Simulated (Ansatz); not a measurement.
## Zinc, hcp: convergence with cold smearing

Computed with Ansatz, LDA, scalar-relativistic PAW, on the relaxed cell (a = 2.571 Å, c = 4.736 Å (c/a = 1.842); spin not included). Errors count from a run at 420 eV on a Γ-centred 23×23×11 mesh with Fermi-Dirac smearing of 0.1 eV, extrapolated to zero width. Fixed here: cutoff 420 eV, mesh 14×14×7. The SCF starts from atomic densities corrected by a trained network.

```json
{"width (eV)": "0.01", "E(σ→0) error (meV/atom)": "1.6", "F error (meV/atom)": "1.6", "P (GPa)": "0.01", "SCF iterations": "6"}
{"width (eV)": "0.03", "E(σ→0) error (meV/atom)": "1.6", "F error (meV/atom)": "1.6", "P (GPa)": "0.02", "SCF iterations": "6"}
{"width (eV)": "0.1", "E(σ→0) error (meV/atom)": "1.7", "F error (meV/atom)": "2.0", "P (GPa)": "0.02", "SCF iterations": "6"}
{"width (eV)": "0.2", "E(σ→0) error (meV/atom)": "2.4", "F error (meV/atom)": "2.7", "P (GPa)": "0.04", "SCF iterations": "6"}
{"width (eV)": "0.6", "E(σ→0) error (meV/atom)": "2.7", "F error (meV/atom)": "3.3", "P (GPa)": "0.10", "SCF iterations": "6"}
{"width (eV)": "1.0", "E(σ→0) error (meV/atom)": "2.6", "F error (meV/atom)": "5.6", "P (GPa)": "0.16", "SCF iterations": "6"}
```

What does the run at 0.3 give (width)?

E(σ→0) error (meV/atom): 2.9; F error (meV/atom): 3.0; P (GPa): 0.07; SCF iterations: 6.
